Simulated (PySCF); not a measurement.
Gas-phase reaction: SiH + 3 SiH3 ⇌ 2 Si2H5

Energies from PySCF (xtb for GFN2), thermal terms from the rigid-rotor harmonic-oscillator model, ideal gas at 1 bar. † marks an energy on the PBE0/def2-TZVP geometry and frequencies; other levels use their own. MP2 freezes the core. Open shells (unrestricted): SiH (multiplicity 2), SiH3 (multiplicity 2), Si2H5 (multiplicity 2). GFN2 has no spin-polarisation term. Spin-orbit splitting is ignored; it lowers the true energy and changes the entropy of SiH. B3LYP is the form with VWN-RPA correlation. Si2H5: computed as isolated molecules; such fragments, hydroxides, amides, oligomers or adducts are transient or little studied in the gas. MP2 isn't extrapolated to the basis-set limit.

```json
[
 {"level": "B3LYP/def2-TZVP†", "ΔH°(298 K), kJ": "…"},
 {"level": "BLYP/def2-TZVP†", "ΔH°(298 K), kJ": "-455"},
 {"level": "GFN2-xTB", "ΔH°(298 K), kJ": "…"},
 {"level": "MP2/def2-SVP†", "ΔH°(298 K), kJ": "…"},
 {"level": "PBE/def2-SVP", "ΔH°(298 K), kJ": "-508"},
 {"level": "ωB97X-V/def2-TZVP†", "ΔH°(298 K), kJ": "-524"}
]
```

Q: Fill in the missing entries.

A: 
- B3LYP/def2-TZVP†, ΔH°(298 K), kJ: -471
- GFN2-xTB, ΔH°(298 K), kJ: -488
- MP2/def2-SVP†, ΔH°(298 K), kJ: -472
